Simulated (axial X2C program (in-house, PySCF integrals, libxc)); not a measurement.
## Nuclear properties of OBO

Computed with an in-house all-electron X2C program for linear molecules (integrals from PySCF): two-component X2C with atomic mean-field Coulomb and Gaunt terms, Gaussian nuclei, basis O dyall-av3z, B dyall-v3z with contracted cores.

O–B–O held linear, with bonds 1.258 and 1.258 Å (near the PBE0 minimum at charge 0 of the determinant lowest at the starting distance; the state shown can have its own minimum elsewhere, held linear; other orders of the atoms were not compared).

Input and command:
```json
{"zs": [8, 5, 8], "q": 0, "bas": ["dyall-av3z", "dyall-v3z", "dyall-av3z"], "r0": [1.35, 1.35], "symm": 1, "scan": ["PBE0", "HF", "LDA"], "levels": ["PBE0", "HF", "BHandHLYP"], "nst": 2}
```
```bash
python solin.py task.json out
```

Keys: zs atomic numbers; q charge; bas basis sets; r0 starting distance in Å; symm equal bonds; scan levels of the two-bond scan; levels methods; nst determinants followed.

Determinant lowest in the PBE0 search, Ω = 3/2 (⟨Sz⟩ = 0.50, ⟨Lz⟩ = 1.00 at PBE0), spin on the atoms O 0.29, B -0.08, O 0.29:

```
    level  A∥/gI O (MHz)  qzz O (a.u.)  A∥/gI B (MHz)  qzz B (a.u.)
     PBE0            131         -0.49          -3.92         -0.37
       HF            188         -0.59          -27.6         -0.38
BHandHLYP            152         -0.55          -9.56         -0.39
```

Determinant 0.02 eV from it at PBE0 and this distance, Ω = 1/2 (⟨Sz⟩ = -0.50, ⟨Lz⟩ = 1.00 at PBE0), spin on the atoms O -0.29, B 0.08, O -0.29:

```tsv
level	A∥/gI O (MHz)	qzz O (a.u.)	A∥/gI B (MHz)	qzz B (a.u.)
PBE0	573	-0.49	21.4	-0.37
HF	575	-0.59	31.9	-0.38
BHandHLYP	585	-0.55	17.7	-0.39
```

A∥ (defined per Ω) follows by multiplying with gI = μI/(I μN); qzz is the electric field gradient, eQq0 = 234.96 MHz × Q/barn × qzz. The operators were transformed with the bare-nucleus X2C matrices; with these basis sets, hyperfine constants and field gradients can be off by tens of per cent, and where levels differ in sign neither size nor sign is settled.

With gI(17O) = -0.7575, Q(17O) = -0.02558 barn, Q(11B) = 0.04059 barn (g factors from the IAEA table of nuclear moments by Stone; Q from Pyykkö, Mol. Phys. 2018), turn the PBE0 values of the first state into constants in MHz.

A∥(17O) = 131 × -0.7575 = -99.2 MHz; eQq0(17O) = 234.96 × (-0.02558) × (-0.49) = 2.95 MHz; eQq0(11B) = 234.96 × (0.04059) × (-0.37) = -3.53 MHz.

The molecule was held linear; bending was not examined, so a bent shape may lie lower.

Each state is one determinant with collinear spin. Unrestricted Hartree–Fock can overshoot spin polarisation at the nuclei. The search compared states at one distance, so a state with another bond length can lie lower. Where a field gradient or hyperfine factor spreads by more than a factor of two over the levels, a constant derived from it is not to be relied on. PBE0 term energies can be off by some tenths of an eV.
